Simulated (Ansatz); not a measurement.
**C₅H₁₁Cl: ionisation energy by level of theory**

The task here is to estimate one member of a computed series from the others.

Program: Ansatz 0.2.0, Gaussian basis. Level of theory: unrestricted cation, the program's frozen cores in correlated methods. These are calculated values, not measurements.

Plan: UKS PBE-D4/def2-TZVPP; UKS r2SCAN-D4/def2-TZVPP; UKS PBE0-D4/def2-TZVPP; UKS B3LYP-D4/def2-TZVPP; UKS wB97X-V/def2-TZVPP; UKS wB97M-V/def2-TZVPP; UKS B2PLYP/def2-TZVPP; UHF-CCSD(T)/def2-TZVPP; UHF-MP2/def2-QZVPP; extrapolation to the limit; then −ε(HOMO) from the neutral's earlier runs with LDA (SPW92), PBE-D4, revPBE-D4, BLYP-D4, r2SCAN-D4, B97M-V, PBE0-D4, B3LYP-D4, r2SCANh-D4, r2SCAN0-D4, HSE06-D4, BHLYP-D4, CAM-B3LYP-D4, LC-ωPBE, ωB97X-V, ωB97M-V.

### The relaxed structure

All runs share one geometry, relaxed beforehand with PBE0-D4 in a triple-zeta def2 set.

SMILES `CC(C)CCCl`, 17 atoms, charge 0, spin multiplicity 1.

Atoms are counted from 1 here; the program's logs count them from 0.

Bond lengths: C1–C2 1.521 Å, C1–H7 1.093 Å, C1–H8 1.095 Å, C1–H9 1.093 Å, C2–C3 1.522 Å, C2–C4 1.526 Å, C2–H10 1.096 Å, C3–H11 1.095 Å, C3–H12 1.093 Å, C3–H13 1.092 Å, C4–C5 1.511 Å, C4–H14 1.099 Å, C4–H15 1.095 Å, C5–Cl6 1.790 Å, C5–H16 1.089 Å, C5–H17 1.089 Å. Angles: C2–C1–H7 111.4°, C2–C1–H8 110.9°, C2–C1–H9 111.1°, H7–C1–H8 107.7°, H7–C1–H9 107.9°, H8–C1–H9 107.6°, C1–C2–C3 110.9°, C1–C2–C4 109.8°, C1–C2–H10 108.2°, C3–C2–C4 112.3°, C3–C2–H10 108.1°, C4–C2–H10 107.5°, C2–C3–H11 111.0°, C2–C3–H12 110.7°, C2–C3–H13 112.1°, H11–C3–H12 107.6°, H11–C3–H13 108.1°, H12–C3–H13 107.2° and more.

Set-up of the first run:

Contents of in.yaml:

```yaml
crystal:
  periodic: [false, false, false]
  atoms:
    - {symbol: C, position_ang: [-0.897100, -1.704860, -0.180019]}
    - {symbol: C, position_ang: [-0.308019, -0.397423, 0.328263]}
    - {symbol: C, position_ang: [1.054938, -0.627808, 0.964167]}
    - {symbol: C, position_ang: [-0.252315, 0.619330, -0.807650]}
    - {symbol: C, position_ang: [0.284148, 1.984840, -0.447874]}
    - {symbol: Cl, position_ang: [-0.705881, 2.796575, 0.803135]}
    - {symbol: H, position_ang: [-1.885920, -1.552373, -0.620397]}
    - {symbol: H, position_ang: [-0.255305, -2.150275, -0.947305]}
    - {symbol: H, position_ang: [-0.998892, -2.432134, 0.628989]}
    - {symbol: H, position_ang: [-0.978520, 0.003745, 1.096660]}
    - {symbol: H, position_ang: [1.782145, -0.968539, 0.219278]}
    - {symbol: H, position_ang: [0.994146, -1.394419, 1.740264]}
    - {symbol: H, position_ang: [1.448333, 0.276791, 1.433122]}
    - {symbol: H, position_ang: [0.391210, 0.226894, -1.607502]}
    - {symbol: H, position_ang: [-1.251246, 0.734634, -1.240168]}
    - {symbol: H, position_ang: [0.281037, 2.647383, -1.312347]}
    - {symbol: H, position_ang: [1.297232, 1.937638, -0.050613]}
basis:
  gaussian: {orbitals: def2-TZVPP}
total_charge: 1
magnetization: {spin_polarized: true, initial_magnetization: 1}
hamiltonian: {xc: pbe, dispersion: d4}
```

On the command line:

```console
ansatz run in.yaml --threads 2 --pin off --events-out ev --progress --plain --max-ram 32768MiB --backend cuda --devices 0, --max-vram 18GiB
```

Among the steps run: Cation, UKS PBE-D4/def2-TZVPP; Cation, UKS r2SCAN-D4/def2-TZVPP; Cation, UKS PBE0-D4/def2-TZVPP; Cation, UKS B3LYP-D4/def2-TZVPP; Cation, UKS wB97X-V/def2-TZVPP; Cation, UKS wB97M-V/def2-TZVPP; Cation, UKS B2PLYP (frozen core)/def2-TZVPP; Cation, UHF-CCSD(T)/def2-TZVPP; Cation, UHF-MP2/def2-QZVPP.

One table of the session follows, with a row left open; its other results are not shown here.

Orbital estimates, from the neutral's runs:

| functional | −ε(HOMO) (eV) |
| --- | --- |
| LDA (SPW92) | 6.92 |
| PBE-D4 | 6.82 |
| revPBE-D4 | 6.77 |
| BLYP-D4 | 6.68 |
| r2SCAN-D4 | 7.13 |
| B97M-V | 7.27 |
| PBE0-D4 | 8.22 |
| B3LYP-D4 | 7.97 |
| r2SCANh-D4 | 7.65 |
| r2SCAN0-D4 | 8.42 |
| HSE06-D4 | 7.81 |
| BHLYP-D4 | 9.51 |
| CAM-B3LYP-D4 | 9.63 |
| LC-ωPBE | 11.04 |
| ωB97X-V | ? |
| ωB97M-V | 10.53 |

Q: Estimate the row for ωB97X-V from the others.

**Answer.** −ε(HOMO) (eV): 10.68. In the column «−ε(HOMO) (eV)» it lies between ωB97M-V (10.53) and LC-ωPBE (11.04).
